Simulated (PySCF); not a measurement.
**Electron affinity of Si by level of theory**

Si⁻ [Ne] 3s2 3p3 (4S) → Si [Ne] 3s2 3p2 (3P), as a difference of total energies. Calculation: PySCF 2.14, in def2-QZVPPD (10s6p5d2f1g, 76 functions); no relativity, point nucleus. Correlated levels: valence and next inner shell: 1s2 frozen. The calculations carry no spin-orbit coupling.

```json
{"method": "UHF", "electron affinity (eV)": "0.791"}
{"method": "MP2 (valence and next inner shell)", "electron affinity (eV)": "1.322"}
{"method": "SCS-MP2 (valence and next inner shell)", "electron affinity (eV)": "1.151"}
{"method": "CCSD (valence and next inner shell)", "electron affinity (eV)": "1.256"}
{"method": "CCSD(T) (valence and next inner shell)", "electron affinity (eV)": "1.315"}
```

Problem. How much does correlation contribute at CCSD(T) (valence and next inner shell)?

Solution. 1.315 − (0.791) = 0.524 eV, measured against UHF.

A first-order spin-orbit estimate (lowest level to lowest level, LS coupling) adds -0.016 eV.

Errors of the correlated levels include the incompleteness of this basis and the frozen core.

For comparison: 1.390 eV (measured; photodetachment measurements, as compiled on the Wikipedia data page of electron affinities).
